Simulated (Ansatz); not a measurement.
Pulling on the N2–H3 bond in hydrogen isocyanide (SMILES [C-]#[NH+]) (multiplicity 1 held, fragments rigid). Energies count from the point at 0.997 Å.
Geometry at that point (charge 0, multiplicity 1):
```xyz
3

C      0.000     0.000    -0.736
N      0.000     0.000     0.428
H      0.000     0.000     1.425
```

R- and RO- levels are restricted; in cc, def2 and unpolarised 6-31G sets they are followed outwards from rest. Unrestricted levels (U-) break spin symmetry where that is lower. Curves can end on different states.

Frozen-core correlation.

Programs: Ansatz (Gaussian orbitals). 

Energies in eV.

```
R (Å)  U-HF/cc-pVDZ  U-MP2/cc-pVDZ  U-SCS-MP2/cc-pVDZ  U-CCSD/cc-pVDZ  R-CCSDT/cc-pVDZ
-----  ------------  -------------  -----------------  --------------  ---------------
0.798          1.56           1.71               1.71            1.71             1.72
0.898          0.28           0.36               0.36            0.36             0.37
0.997          0.00           0.00               0.00            0.00             0.00
1.097          0.26           0.17               0.17            0.17             0.17
1.197          0.80           0.63               0.63            0.63             0.61
1.347          1.84           1.53               1.53            1.52             1.48
1.496          2.95           2.48               2.48            2.46             2.38
1.746          4.40           4.46               4.53            3.86             3.62
1.995          4.46           5.64               5.80            4.73             4.34
2.294          4.30           5.54               5.70            4.81             4.67
2.693          4.22           5.49               5.64            4.79             4.78
3.192          4.19           5.47               5.62            4.79             4.80
```

Doubts at one or more of the structures used: a spin-contaminated determinant (U-HF/cc-pVDZ, U-MP2/cc-pVDZ, U-SCS-MP2/cc-pVDZ, U-CCSD/cc-pVDZ); T1 above 0.05 (U-CCSD/cc-pVDZ, R-CCSDT/cc-pVDZ); the program's own flag: large difference (U-CCSD/cc-pVDZ); a restricted determinant that unrestricted orbitals would lower (R-CCSDT/cc-pVDZ); other coupled-cluster roots lie near (R-CCSDT/cc-pVDZ).

Ansatz is an electronic-structure program.
